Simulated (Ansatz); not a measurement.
## K3Ge: from a trial structure to a relaxed crystal

All numbers below come from DFT PBE, scalar-relativistic, plane waves, PAW in Ansatz.

The start puts K3Ge on the sites of a reported Cu3Pd cell (P4/mmm, No. 123), with Ge in place of Pd, K in place of Cu, at a guessed volume.

The final relaxation ran on this input, with the default PAW datasets:

```yaml
crystal:
  lattice:
    - [5.5354642341, 0.0, 0.0]
    - [0.0, 5.5354642341, 0.0]
    - [0.0, 0.0, 5.4764281986]
  atoms:
    - { symbol: K, position: [0.0, 0.5, 0.5] }
    - { symbol: K, position: [0.5, 0.0, 0.5] }
    - { symbol: K, position: [0.5, 0.5, 0.0] }
    - { symbol: Ge, position: [0.0, 0.0, 0.0] }
basis:
  ecutwfc: 420
kpoints:
  mp_grid: { grid: [8, 8, 8] }
hamiltonian:
  xc: pbe
scf:
  occupations: { method: gaussian, width: 0.1 }
output:
  forces: true
  stress: true
  eigenvalues: true
relax:
  adjacent_minimum: "off"
  f_tol: 0.01
  max_steps: 80
  cell: { stress_tol: 0.05 }
```

Launched as:

```bash
ansatz run input.yaml --threads 1 --pin off --max-ram 2560MiB --backend cpu --events-out ev --progress --plain --runs-dir out
```

The run took 85 s on 1 thread of Arm Neoverse V2, on a shared host, peak memory 0.55 GiB.

The program printed at the end:

```
SCF converged after 8 iterations
Free energy (F): -8907.540348 eV
Harris-Foulkes:  -8907.540348 eV  (|F-HF|=1.64e-11)
Internal energy: -8907.514033 eV  (E = F + TS)
E sigma→0 (E₀):  -8907.527191 eV
Entropy (-TS):   -0.026316 eV (-6.579 meV/atom)
Fermi energy:    3.910444 eV
--- Per-component energies (eV) ---
  E_band       = -559.621728
  E_kinetic    = 868.168564
  E_local      = -4715.662484  (includes V_loc(G=0)·N_el)
  E_nonlocal   = 454.240485
  E_hartree    = 1891.325320
  E_xc         = -477.433819
  E_vxc        = -554.334895  (∫ρ·V_xc dr)
  E_paw        = -4362.707413  (= ΣΔE_a)
  E_vpaw       = -394.684144  (= ΣTr[D̂ρ^β])
  E_aug_tail   = 0.000280  (compensation charges beyond the density's cutoff)
  E_ewald      = -2565.444965
  E_smearing   = -0.026316  (= −TS)
  E_closure    = 0.000000  (closes the sum)
  Σ components = -8907.540348   (vs F -8907.540348, Δ=0.00e0)
--- Forces (eV/Å), atoms counted from 1 ---
  atom   1  K      0.00000000     0.00000000     0.00000000
  atom   2  K      0.00000000     0.00000000     0.00000000
  atom   3  K      0.00000000     0.00000000     0.00000000
  atom   4  Ge     0.00000000     0.00000000     0.00000000
  max |Σ_I F_I| component: 2.58e-28 eV/Å
--- Stress (GPa, compression-positive) ---
       -0.003579       0.000000       0.000000
        0.000000      -0.003579       0.000000
        0.000000       0.000000      -0.003428
  P = ⅓ Tr σ = -0.0035 GPa (-0.035 kbar)
--- Relaxed structure (5 steps of the walk, 5 accepted, 1 SCFs on fresh bases) ---
  F+E_penalty+E_count = -8907.54034842 eV   max|allowed force component| = 1.122e-28 eV/Å   (the final SCF, on the basis selected at the relaxed cell)
  cell:  # Å, volume = 168.7554 Å³
    - [5.526186, 0.0, 0.0]
    - [0.0, 5.526186, 0.0]
    - [0.0, 0.0, 5.525947]
  atoms:
    - { symbol: K, position: [0.000000, 0.500000, 0.500000] }
    - { symbol: K, position: [0.500000, 0.000000, 0.500000] }
    - { symbol: K, position: [0.500000, 0.500000, 0.0] }
    - { symbol: Ge, position: [0.000000, 0.000000, 0.0] }
```

Absolute energies hang on the potentials; compare differences alone.

The result has space group Pm-3m (No. 221). K has 4 Ge at 3.91 Å and 8 K at 3.91 Å; Ge has 12 K at 3.91 Å.

Against the elements it lies at 0.20 eV/atom. Energies over the elements count from the elements' standard structures at the same level, with no empirical corrections.

The k mesh leaves about 4 meV/atom of noise in metals.

A structure relaxed within its symmetry needn't be a true minimum.